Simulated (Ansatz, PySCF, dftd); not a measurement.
Species: C$_{4}$H$_{8}$, charge 0, singlet. C4H8 (cyclobutane, SMILES C1CCC1).
B3LYP-D3(BJ)/def2-TZVP minimum from Ansatz (a program for electronic structure):
```
C
H 1 1.0899
H 1 1.0911 2 108.56
C 1 1.5494 2 117.79 3 127.92
H 4 1.0899 1 117.79 2 -99.90
H 4 1.0911 5 108.56 1 -127.92
C 1 1.5494 2 117.79 3 -127.92
H 7 1.0899 1 117.79 2 99.90
H 7 1.0911 8 108.56 1 127.92
C 7 1.5494 8 117.79 9 127.92
H 10 1.0899 7 117.79 8 -99.90
H 10 1.0911 11 108.56 4 127.92
```

Property: enthalpy of formation at 298 K (by atomisation, with rigid-rotor harmonic-oscillator terms from PySCF's Hessian at B3LYP-D3(BJ)/def2-TZVP and the atoms' measured values of the G2/97 table; no spin-orbit terms), in kcal/mol. UHF or UKS for unpaired electrons; spin-orbit terms are left out. Cores are frozen in correlated methods. Rows without X2C or -DK are non-relativistic. CBS(X,Y): correlation extrapolated as X^-3, Hartree-Fock from the larger set. A bracket is a step between two methods taken in the basis named. Functionals run without relativity, which enters their misses. '+ core + X2C': CCSD(T) terms for core correlation (cc-pwCVTZ) and scalar relativity (cc-pVTZ-DK). Where a partner has so few electrons that a lower coupled-cluster level is exact, that level stands in.

Measured: 6.8 kcal/mol, 28.5 kJ/mol (G2/97 table in ASE (Curtiss et al.)); atomic spin-orbit terms, which the calculations lack, would raise the computed values.

```tsv
level	program	enthalpy of formation at 298 K (kcal/mol)	error against that value
r2SCAN-D3(BJ)/def2-TZVPD	Ansatz + dftd3	6.6	-0.2
B3LYP-D4/def2-TZVPD	Ansatz + dftd4	8.7	1.9
PBE0-D3(BJ)/def2-TZVPD	Ansatz + dftd3	-2.9	-9.7
r2SCANh/def2-TZVPD	Ansatz	11.5	4.7
wB97X-V/def2-TZVPD	Ansatz	6.0	-0.8
CCSD/cc-pVDZ	Ansatz	92.2	85.4
CCSD/cc-pVQZ	Ansatz	32.7	25.9
CCSDT(Q)/cc-pVDZ	Ansatz	82.2	75.4
CCSD(T)/CBS(cc-pVTZ,cc-pVQZ) + [CCSDT(Q) - CCSD(T)]/cc-pVDZ + core + X2C	Ansatz	5.0	-1.8
```
